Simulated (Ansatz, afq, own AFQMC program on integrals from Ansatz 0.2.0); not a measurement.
## SiN, quartet in 6-31G, levels against full CI

```xyz
2

Si    0.0000    0.0000    0.0000
N     0.0000    0.0000    1.8891
```

Basis 6-31G. Only valence electrons are correlated. Ansatz 0.2.0 and our own AFQMC program on the same integrals; the CISD trial comes from CCSD amplitudes, and released means the phaseless constraint is let go. ± is one standard error of the sampling.

Determinant: UHF, the one that the program's search chose, which needn't be the lowest solution. The geometry is a PBE0/def2-TZVP stationary point of this or a neighbouring charge and spin state.

Full CI on the same integrals is exact in this basis and with this determinant's frozen core.

Cautions: lower spins were not checked; the search met a lower determinant of the same kind, perhaps of another symmetry (643 meV lower), and this one is a saddle point; strong correlation (T1 0.087, weight of the determinant 0.70, largest double 0.30); (T) is large, 6 % of the CCSD correlation; unrestricted determinant spin contaminated (⟨S²⟩ 4.26 against 3.75); CCSD(T) is in doubt: in a space of 9 electrons in 9 natural orbitals full CI lies 139 meV below it; the CCSDT(Q) amplitudes may be one of several solutions (largest double 0.88); the CCSDTQ amplitudes may be one of several solutions (largest double 0.95); the released energies are still falling, so no released level is given (meV from the phaseless value at times in 1/Eh: -15 ± 17 at 0.24, -28 ± 15 at 0.51, -31 ± 12 at 0.99, -66 ± 19 at 1.62, -74 ± 17 at 2.40); the determinant fills πx and πy unequally, so it mixes two states of the linear molecule, and each level undoes that mixture to a different degree, while full CI gives the lower state.

- T1 diagnostic: 0.0871
- weight of the determinant in the CISD state: 0.700
- ⟨S²⟩ of the determinant: 4.257
- size of the correlated space: 9 electrons in 16 orbitals

```tsv
level	correlation energy (eV)
MP2	-2.1275
CCSD	-3.2694
CCSD(T)	-3.4721
```

(1) Estimate where full CI lies against CCSD(T) on the same integrals.

(1) 30.9 kJ/mol below CCSD(T).

Reference: full CI, correlation energy -3.793 eV. The cautions show a poor starting determinant, so the rows tell how each method copes with it here, and full CI is the sure value.

```csv
level,E − E(reference) (kJ/mol),share of correlation (%)
CCSD(T),30.9,91.55
CCSDT,5.5,98.50
CCSDT(Q),-4.1,101.13
CCSDTQ,0.2,99.95
ph-AFQMC/HF,48.1 ± 2.3,86.86
ph-AFQMC/CISD,25.0 ± 1.4,93.16
```

CCSDT and higher add their correlation energy to the determinant of the CCSD(T) run, since their own runs factorise the integrals more tightly (a shift of under 2 meV).
